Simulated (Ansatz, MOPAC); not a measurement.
Species: C₂Cl₃, charge 0, multiplicity 2. SMILES: Cl[C]=C(Cl)Cl
Structure (B3LYP-D3(BJ)/def2-TZVP (Ansatz, a quantum-chemistry and plane-wave program) minimum search):
```
C
C 1 1.3083
Cl 2 1.6518 1 137.45
Cl 1 1.7281 2 121.28 3 -180.00
Cl 1 1.7398 2 123.03 3 0.00
```
Charge 0, spin multiplicity 2.

Wanted: size of the dipole moment, in D. Terms: open shells spin-unrestricted; PM7 with its own dispersion and hydrogen-bond terms; LANL2DZ with its own core potentials from Na on; non-relativistic; spin-orbit terms left out; dispersion terms only where a functional's name holds one. Ab initio and DFT rows: single points at B3LYP-D3(BJ) geometries (Ansatz). Semi-empirical rows: dipoles at the shared geometry.

| level | program | size of the dipole moment (D) |
|---|---|---|
| AM1 | MOPAC | 1.10 |
| PM7 | MOPAC | 0.99 |
| PBE/LANL2DZ | Ansatz | 0.96 |
| B3LYP/3-21G | Ansatz | 0.98 |
| B3LYP/LANL2DZ | Ansatz | 0.93 |
| B3LYP/def2-SVP | Ansatz | 0.90 |

No value to compare with is used here. The 6 habitual levels span 0.90 (B3LYP/def2-SVP) to 1.10 D (AM1).

The levels are drawn from those run, B3LYP/6-31G* more often than the rest, none by its result; runs whose electronic state is in doubt are left out.
